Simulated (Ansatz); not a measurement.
# Al₂H₂+ (doublet): wave-function methods side by side, def2-QZVPP

The task here is to estimate one member of a computed series from the others.

Program: Ansatz 0.2.0, Gaussian basis. Level of theory: def2-QZVPP, core rule «outside noble gas», up to 10 orbitals frozen. These are calculated values, not measurements.

To be run: UHF; ROHF; CCSD(T) on UHF.

2 further runs of the same task are left out: 2 set aside as unsound or not needed.

## The system

The geometry is a PBE0/def2-TZVP stationary point (not a proven minimum) of the parent state, kept for this charge and spin.

4 atoms, charge 1, spin multiplicity 2.

Atoms are counted from 1 here; the program's logs count them from 0.

Bond lengths: Al1–Al2 2.634 Å, Al1–H3 1.617 Å, Al1–H4 1.823 Å, Al2–H4 1.894 Å. Angles: Al2–Al1–H3 148.7°, Al2–Al1–H4 46.0°, H3–Al1–H4 102.7°, Al1–Al2–H4 43.8°, Al1–H4–Al2 90.2°.

The first run:

Input file in.yaml:

```yaml
crystal:
  periodic: [false, false, false]
  atoms:
    - {symbol: Al, position_ang: [0.000000, 0.092491, 1.264725]}
    - {symbol: Al, position_ang: [0.000000, -0.019298, -1.366900]}
    - {symbol: H, position_ang: [0.000000, -0.688202, 2.680370]}
    - {symbol: H, position_ang: [0.000000, -1.271083, 0.054761]}
basis:
  gaussian: {orbitals: "def2-QZVPP.json"}
total_charge: 1
magnetization: {spin_polarized: true, initial_magnetization: 1}
hamiltonian: {xc: hf}
output: {orbitals: {seedname: orbitals}}
```

On the command line:

```console
$ ansatz run in.yaml --threads 1 --pin off --events-out ev --progress --plain --max-ram 4096MiB --backend cpu
```

Among the steps run: UHF; ROHF; CCSD(T) on UHF.

One table of the session follows, with a row left open; its other results are not shown here.

```
  method  from UCCSD(T) (kJ/mol)
    ROHF                  +409.1
     UHF                       ?
    UMP2                   +96.4
   UCCSD                   +12.6
UCCSD(T)                       0
```

Estimate the missing values for UHF.

As computed: from UCCSD(T) (kJ/mol): +390.2. In the column «from UCCSD(T) (kJ/mol)» it lies between UMP2 (+96.4) and ROHF (+409.1).
